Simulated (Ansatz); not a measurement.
Harmonic vibrations of Si(OMe)H3 (CH6OSi) by finite differences.

```yaml
crystal:
  periodic: [false, false, false]
  atoms:
    - {symbol: Si, position_ang: [-0.382509, 0.613081, -1.099906]}
    - {symbol: O, position_ang: [-0.306498, 0.503288, 0.536548]}
    - {symbol: C, position_ang: [0.348560, -0.556885, 1.191940]}
    - {symbol: H, position_ang: [-0.095205, -1.525645, 0.933458]}
    - {symbol: H, position_ang: [0.248744, -0.408263, 2.268419]}
    - {symbol: H, position_ang: [1.416078, -0.584751, 0.943487]}
    - {symbol: H, position_ang: [0.983660, 0.686171, -1.691612]}
    - {symbol: H, position_ang: [-1.142000, 1.847941, -1.402165]}
    - {symbol: H, position_ang: [-1.070830, -0.574937, -1.680149]}
basis:
  gaussian: {orbitals: def2-TZVP}
hamiltonian: {xc: pbe0, dispersion: d4}
scf: {omitted_lower_state_checks: [starts]}
phonons: {temperatures: {t_min: 298.15, t_max: 900, t_step: 200}}
```

```sh
$ ansatz run in.yaml --threads 4 --pin off --events-out ev --progress --plain --max-ram 3916MiB
```

Output, abridged:

```
Functional definition: PBE0
mean field -11054.54123937 eV, -406.2468975096 hartree, gradient 3.5e-5 eV, S^2 0.000000; 0 other end points of the search recorded, 0 dependent functions left out
mean field -11054.54113128 eV, -406.2468935374 hartree, gradient 2.6e-6 eV, S^2 0.000000; 0 other end points of the search recorded, 0 dependent functions left out
mean field -11054.54115368 eV, -406.2468943607 hartree, gradient 2.6e-6 eV, S^2 0.000000; 0 other end points of the search recorded, 0 dependent functions left out
mean field -11054.54115768 eV, -406.2468945075 hartree, gradient 2.6e-6 eV, S^2 0.000000; 0 other end points of the search recorded, 0 dependent functions left out
mean field -11054.54111814 eV, -406.2468930544 hartree, gradient 2.6e-6 eV, S^2 0.000000; 0 other end points of the search recorded, 0 dependent functions left out
mean field -11054.54108782 eV, -406.2468919403 hartree, gradient 2.6e-6 eV, S^2 0.000000; 0 other end points of the search recorded, 0 dependent functions left out
mean field -11054.54113637 eV, -406.2468937246 hartree, gradient 2.6e-6 eV, S^2 0.000000; 0 other end points of the search recorded, 0 dependent functions left out
mean field -11054.54119576 eV, -406.2468959069 hartree, gradient 2.6e-6 eV, S^2 0.000000; 0 other end points of the search recorded, 0 dependent functions left out
mean field -11054.54120105 eV, -406.2468961014 hartree, gradient 2.6e-6 eV, S^2 0.000000; 0 other end points of the search recorded, 0 dependent functions left out
mean field -11054.54116757 eV, -406.2468948711 hartree, gradient 2.6e-6 eV, S^2 0.000000; 0 other end points of the search recorded, 0 dependent functions left out
mean field -11054.54116384 eV, -406.2468947342 hartree, gradient 2.5e-6 eV, S^2 0.000000; 0 other end points of the search recorded, 0 dependent functions left out
mean field -11054.54113031 eV, -406.2468935017 hartree, gradient 2.6e-6 eV, S^2 0.000000; 0 other end points of the search recorded, 0 dependent functions left out
mean field -11054.54108998 eV, -406.2468920198 hartree, gradient 2.6e-6 eV, S^2 0.000000; 0 other end points of the search recorded, 0 dependent functions left out
mean field -11054.54108338 eV, -406.2468917771 hartree, gradient 2.6e-6 eV, S^2 0.000000; 0 other end points of the search recorded, 0 dependent functions left out
mean field -11054.54106565 eV, -406.2468911255 hartree, gradient 2.6e-6 eV, S^2 0.000000; 0 other end points of the search recorded, 0 dependent functions left out
mean field -11054.54107074 eV, -406.2468913127 hartree, gradient 2.6e-6 eV, S^2 0.000000; 0 other end points of the search recorded, 0 dependent functions left out
mean field -11054.54109886 eV, -406.2468923458 hartree, gradient 2.6e-6 eV, S^2 0.000000; 0 other end points of the search recorded, 0 dependent functions left out
mean field -11054.54109640 eV, -406.2468922556 hartree, gradient 2.6e-6 eV, S^2 0.000000; 0 other end points of the search recorded, 0 dependent functions left out
mean field -11054.54103322 eV, -406.2468899338 hartree, gradient 2.5e-6 eV, S^2 0.000000; 0 other end points of the search recorded, 0 dependent functions left out
mean field -11054.54121033 eV, -406.2468964424 hartree, gradient 1.6e-6 eV, S^2 0.000000; 0 other end points of the search recorded, 0 dependent functions left out
mean field -11054.54120712 eV, -406.2468963245 hartree, gradient 1.3e-6 eV, S^2 0.000000; 0 other end points of the search recorded, 0 dependent functions left out
mean field -11054.54115405 eV, -406.2468943742 hartree, gradient 2.5e-6 eV, S^2 0.000000; 0 other end points of the search recorded, 0 dependent functions left out
mean field -11054.54116259 eV, -406.2468946882 hartree, gradient 2.4e-6 eV, S^2 0.000000; 0 other end points of the search recorded, 0 dependent functions left out
mean field -11054.54121807 eV, -406.2468967271 hartree, gradient 1.5e-6 eV, S^2 0.000000; 0 other end points of the search recorded, 0 dependent functions left out
mean field -11054.54121893 eV, -406.2468967586 hartree, gradient 1.0e-6 eV, S^2 0.000000; 0 other end points of the search recorded, 0 dependent functions left out
mean field -11054.54122185 eV, -406.2468968660 hartree, gradient 1.6e-6 eV, S^2 0.000000; 0 other end points of the search recorded, 0 dependent functions left out
mean field -11054.54122463 eV, -406.2468969679 hartree, gradient 1.6e-6 eV, S^2 0.000000; 0 other end points of the search recorded, 0 dependent functions left out
mean field -11054.54122416 eV, -406.2468969507 hartree, gradient 1.8e-6 eV, S^2 0.000000; 0 other end points of the search recorded, 0 dependent functions left out
mean field -11054.54121648 eV, -406.2468966685 hartree, gradient 1.7e-6 eV, S^2 0.000000; 0 other end points of the search recorded, 0 dependent functions left out
mean field -11054.54113776 eV, -406.2468937754 hartree, gradient 2.3e-6 eV, S^2 0.000000; 0 other end points of the search recorded, 0 dependent functions left out
mean field -11054.54113831 eV, -406.2468937957 hartree, gradient 2.6e-6 eV, S^2 0.000000; 0 other end points of the search recorded, 0 dependent functions left out
mean field -11054.54114704 eV, -406.2468941165 hartree, gradient 2.6e-6 eV, S^2 0.000000; 0 other end points of the search recorded, 0 dependent functions left out
mean field -11054.54114089 eV, -406.2468938907 hartree, gradient 2.5e-6 eV, S^2 0.000000; 0 other end points of the search recorded, 0 dependent functions left out
mean field -11054.54121761 eV, -406.2468967102 hartree, gradient 1.6e-6 eV, S^2 0.000000; 0 other end points of the search recorded, 0 dependent functions left out
mean field -11054.54122768 eV, -406.2468970800 hartree, gradient 1.5e-6 eV, S^2 0.000000; 0 other end points of the search recorded, 0 dependent functions left out
mean field -11054.54121715 eV, -406.2468966932 hartree, gradient 1.5e-6 eV, S^2 0.000000; 0 other end points of the search recorded, 0 dependent functions left out
mean field -11054.54122064 eV, -406.2468968215 hartree, gradient 1.0e-6 eV, S^2 0.000000; 0 other end points of the search recorded, 0 dependent functions left out
mean field -11054.54117925 eV, -406.2468953004 hartree, gradient 2.6e-6 eV, S^2 0.000000; 0 other end points of the search recorded, 0 dependent functions left out
mean field -11054.54120585 eV, -406.2468962779 hartree, gradient 1.2e-6 eV, S^2 0.000000; 0 other end points of the search recorded, 0 dependent functions left out
mean field -11054.54123463 eV, -406.2468973354 hartree, gradient 1.2e-6 eV, S^2 0.000000; 0 other end points of the search recorded, 0 dependent functions left out
mean field -11054.54123110 eV, -406.2468972057 hartree, gradient 1.3e-6 eV, S^2 0.000000; 0 other end points of the search recorded, 0 dependent functions left out
mean field -11054.54121694 eV, -406.2468966853 hartree, gradient 2.0e-6 eV, S^2 0.000000; 0 other end points of the search recorded, 0 dependent functions left out
mean field -11054.54123266 eV, -406.2468972631 hartree, gradient 2.6e-6 eV, S^2 0.000000; 0 other end points of the search recorded, 0 dependent functions left out
mean field -11054.54122903 eV, -406.2468971295 hartree, gradient 1.3e-6 eV, S^2 0.000000; 0 other end points of the search recorded, 0 dependent functions left out
mean field -11054.54121032 eV, -406.2468964420 hartree, gradient 1.5e-6 eV, S^2 0.000000; 0 other end points of the search recorded, 0 dependent functions left out
mean field -11054.54118163 eV, -406.2468953878 hartree, gradient 2.0e-6 eV, S^2 0.000000; 0 other end points of the search recorded, 0 dependent functions left out
mean field -11054.54121371 eV, -406.2468965666 hartree, gradient 1.7e-6 eV, S^2 0.000000; 0 other end points of the search recorded, 0 dependent functions left out
mean field -11054.54122086 eV, -406.2468968294 hartree, gradient 2.3e-6 eV, S^2 0.000000; 0 other end points of the search recorded, 0 dependent functions left out
mean field -11054.54123949 eV, -406.2468975139 hartree, gradient 2.4e-6 eV, S^2 0.000000; 0 other end points of the search recorded, 0 dependent functions left out
mean field -11054.54122811 eV, -406.2468970958 hartree, gradient 1.4e-6 eV, S^2 0.000000; 0 other end points of the search recorded, 0 dependent functions left out
mean field -11054.54121700 eV, -406.2468966875 hartree, gradient 1.7e-6 eV, S^2 0.000000; 0 other end points of the search recorded, 0 dependent functions left out
mean field -11054.54121480 eV, -406.2468966066 hartree, gradient 1.2e-6 eV, S^2 0.000000; 0 other end points of the search recorded, 0 dependent functions left out
mean field -11054.54119036 eV, -406.2468957085 hartree, gradient 2.5e-6 eV, S^2 0.000000; 0 other end points of the search recorded, 0 dependent functions left out
mean field -11054.54121715 eV, -406.2468966930 hartree, gradient 2.0e-6 eV, S^2 0.000000; 0 other end points of the search recorded, 0 dependent functions left out
mean field -11054.54123302 eV, -406.2468972762 hartree, gradient 2.6e-6 eV, S^2 0.000000; 0 other end points of the search recorded, 0 dependent functions left out
Total energy: -11054.65006580 eV, -406.2508968071 hartree
Atom 0 at    -0.382509     0.613081    -1.099906 Å, force    -0.003035     0.005748    -0.000399 eV/Å
Atom 1 at    -0.306498     0.503288     0.536548 Å, force    -0.000544    -0.000184     0.004290 eV/Å
Atom 2 at     0.348560    -0.556885     1.191940 Å, force     0.001173    -0.001535     0.008643 eV/Å
Atom 3 at    -0.095205    -1.525645     0.933458 Å, force     0.000394    -0.001068    -0.002230 eV/Å
Atom 4 at     0.248744    -0.408263     2.268419 Å, force    -0.000909     0.002097    -0.002397 eV/Å
Atom 5 at     1.416078    -0.584751     0.943487 Å, force     0.000679    -0.001569    -0.002762 eV/Å
Atom 6 at     0.983660     0.686171    -1.691612 Å, force    -0.005024    -0.000482    -0.001184 eV/Å
Atom 7 at    -1.142000     1.847941    -1.402165 Å, force     0.004132    -0.007082    -0.002740 eV/Å
Atom 8 at    -1.070830    -0.574937    -1.680149 Å, force     0.003135     0.004077    -0.001221 eV/Å
Dipole moment:     0.118933    -0.193233     0.036939 e Å
Vibrations: 97.71 133.17 215.32 715.14 724.08 787.32 939.89 955.52 978.40 1154.78 1182.34 1216.21 1481.74 1494.55 1497.53 2200.35 2205.51 2257.77 3011.04 3070.78 3121.32 cm⁻¹, zero-point energy 1.825076 eV
Checks for a lower state left out: starts
```

Run time 36 s (4 threads of Arm Neoverse V2 on a shared host).
